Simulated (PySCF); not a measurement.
Compound: (E)-acetaldoxime, C2H5NO.
InChI=1S/C2H5NO/c1-2-3-4/h2,4H,1H3/b3-2+

Torsions of this conformer, `[CH3:1]/[CH:2]=[N:3]/[OH:4]`: H–O4–N3–C2 180°.

The closed-shell ground state was solved at several levels (PySCF, density fitting, gas phase, non-relativistic). One conformer (not necessarily the lowest) at the PBE0-D3(BJ)/def2-TZVP geometry, without solvent, vibrations or thermal averaging.

```csv
level,basis functions,HOMO (eV),LUMO (eV),gap (eV),dipole (D)
PBE0/pcJ-2,324,-7.38,0.09,7.47,0.72
PBE0/pcSseg-2,214,-7.39,0.09,7.48,0.72
B3LYP/pcJ-2,324,-7.17,-0.20,6.97,0.73
```

(1) What might B97-2/pcJ-2 (324 basis functions) give for the same quantities?

(2) In the pcJ-2 basis, how does the gap go with the fixed share of exact exchange?

(3) How far do the dipole and the HOMO energy spread over the levels?

## Answers

(1) HOMO -7.11 eV, LUMO 0.02 eV, gap 7.13 eV, dipole 0.72 D.

(2) B3LYP (20 %) 6.97 eV; B97-2 (21 %) 7.13 eV; PBE0 (25 %) 7.47 eV. Each rise in the share widens the gap here.

(3) The dipole runs from 0.72 to 0.73 D (mean 0.72 D) and the HOMO from -7.39 to -7.11 eV.
